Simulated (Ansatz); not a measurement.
Elements on the sites of an ideal hcp lattice, at a guessed lattice constant:

```
Al Nb Ta W
1.0
     2.94522   -5.10127    0.00000
     2.94522    5.10127    0.00000
     0.00000    0.00000    9.42470
Al Nb Ta W
4 1 10 1
Cartesian
  2.9452 -3.4008 1.1781
  1.4726 0.8502 8.2466
  4.4178 0.8502 3.5343
  2.9452 3.4008 3.5343
  2.9452 -1.7005 3.5343
  1.4726 -0.8502 1.1781
  1.4726 -0.8502 5.8904
  2.9452 -3.4008 5.8904
  2.9452 1.7005 1.1781
  2.9452 1.7005 5.8904
  4.4178 -0.8502 1.1781
  4.4178 -0.8502 5.8904
  2.9452 -1.7005 8.2466
  4.4178 0.8502 8.2466
  2.9452 3.4008 8.2466
  1.4726 0.8502 3.5343
```

Cell and atoms were relaxed without symmetry on coarser meshes and computed once more. All numbers below come from DFT PBE, scalar-relativistic, plane waves, PAW (Ansatz 0.2.0).

Cutoff 420 eV; k points 6×7×4 on the computed 16-atom cell (Γ-centred); Gaussian smearing, width 0.10 eV; no spin polarisation.

The relaxation ran on 3×3×2 (shifted) and then 5×4×3 k points with a smearing of 0.1 eV, from sites shaken by 0.02 Å.

What does the relaxation give?

A volume of 17.47 Å³/atom and no gap on the mesh. It lies 0.10 eV/atom below the elements' standard states (static lattices, no corrections for gases). The atoms leave their sites by 0.42 Å (root mean square) and 0.69 Å at most, and the cell stretches by up to 9.0 % at fixed volume.

```xyz
16
Lattice="2.4610 -5.0958 -0.1064 3.2072 5.5281 -0.0012 -0.1694 0.0955 9.3406" Properties=species:S:1:pos:R:3 pbc="T T T"
Al    2.1349   -3.1109    1.1508
Al    1.9370    0.7701    8.0713
Al    4.3528    1.2042    3.4509
Al    3.1459    3.8210    3.4510
Nb    2.8359   -1.6639    3.4225
Ta    1.0237   -0.5247    1.1030
Ta    0.9535   -0.5824    5.8066
Ta    2.1934   -3.1124    5.7538
Ta    2.5251    2.1857    1.1909
Ta    2.5425    2.2432    5.7269
Ta    3.8388   -0.3353    1.1073
Ta    3.7590   -0.3228    5.7463
Ta    3.0189   -1.8110    8.1546
Ta    4.7095    1.0173    8.1388
Ta    3.3876    3.5381    8.1834
W     1.5913    0.8751    3.4482
```

Spin-orbit coupling is left out, which matters for the bands of heavy elements.

Cost: 2 runs of about 26 core-minutes in all (earlier runs that led there not counted), on Arm Neoverse N1 (shared hosts).